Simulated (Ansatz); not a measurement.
We consider Cu₂ZnSnS₄ (I-4, No. 82), described by PBE-D3(BJ) (Ansatz, a program for electronic structure, plane waves, PAW).

Settings: plane-wave cutoff 520 eV, 10×10×10 k mesh, Fermi–Dirac smearing 0.01 eV, no spin polarisation, scalar-relativistic PAW data made under PBE.

Computed at the level's own relaxed cell.

Problem. Give the computed lattice constant a and c axis length.

Solution. 
lattice constant a: 5.394 Å
c axis length: 10.790 Å

Spin–orbit coupling is not included.

Computed values are for the static lattice.

Cost on a shared machine: roughly 19 core-minutes.
